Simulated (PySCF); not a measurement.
Structure problem from calculated spectra and properties.

Formula: C3H5N3.

| Quantity | Value |
| --- | --- |
| Triplet | lowest triplet excitation (Tamm–Dancoff): 4.84 eV [TDA PBE0/def2-SVPD] |
| Dipole | 3.33 D [PBE0/def2-SVPD] |
| NMR, other nuclei | isotropic shieldings of nuclei other than C and H, by class: -71 (1 N), -33 (1 N), 24 (1 N) ppm [GIAO PBE/pcSseg-2] |
| Couplings | largest of the computed one-bond spin–spin couplings (means over like bonds): 13C–1H +218.0, 13C–1H +217.8, 13C–1H +145.8 (×3), 15N–13C -16.4, 15N–15N -12.5, 15N–13C -11.0, 15N–13C +5.8, 15N–13C +2.5 Hz [B3LYP/pcJ-1, spin–dipole term left out for some pairs] |
| Polarisability | 53.9 au [PBE0/def2-SVPD] |
| 13C NMR | chemical shifts (computed TMS as zero) by class: 158.7 (1 C), 146.4 (1 C), 37.4 (1 C) ppm [GIAO PBE/pcSseg-2] |
| Rotational structure | rotational constants A, B, C: 9.591, 3.812, 2.776 GHz [PBE0-D3(BJ)/def2-SVP] |

Electronic properties: PySCF, gas phase, density fitting. Levels stand in brackets. Geometry: PBE0-D3(BJ)/def2-SVP; no solvent, vibrations or thermal averaging. Each NMR value is the plain mean over a class of atoms that symmetry, rotation or inversion makes alike.

Question: What is the compound? Reason from the data.

Answer: Numbering: `[CH3:1][n:2]1[cH:3][n:4][cH:5][n:6]1`. Its formula, C3H5N3, gives 3 degrees of unsaturation: 1 ring and 2 π bonds in the structure found (Kekulé form). 3 carbons fall into 3 classes; from least to most shielded: aromatic CH next to a ring nitrogen [C5] (158.7 ppm), aromatic CH next to a ring nitrogen [C3] (146.4 ppm), N-methyl carbon [C1] (37.4 ppm). The other shieldings belong to: -71 ppm, pyridine-type nitrogen [N6]; -33 ppm, pyridine-type nitrogen [N4]; 24 ppm, pyrrole-type nitrogen [N2]. The couplings run between: +218.0 Hz, aromatic CH next to a ring nitrogen [C3] and its hydrogen; +217.8 Hz, aromatic CH next to a ring nitrogen [C5] and its hydrogen; +145.8 Hz, N-methyl carbon [C1] and its hydrogen (with 2 like pairs); -16.4 Hz, pyrrole-type nitrogen [N2] and N-methyl carbon [C1]; -12.5 Hz, pyrrole-type nitrogen [N2] and pyridine-type nitrogen [N6]; -11.0 Hz, pyrrole-type nitrogen [N2] and aromatic CH next to a ring nitrogen [C3]; +5.8 Hz, pyridine-type nitrogen [N4] and aromatic CH next to a ring nitrogen [C5]; +2.5 Hz, pyridine-type nitrogen [N6] and aromatic CH next to a ring nitrogen [C5]. By its constants the optimised geometry is an asymmetric top. Structure: `Cn1cncn1`. Computed isomers that give other values at the same levels: `Nc1cn[nH]c1` (static isotropic polarisability: 56.3 au). The assignments are read from this structure; whether some other isomer fits the data as well wasn't checked.
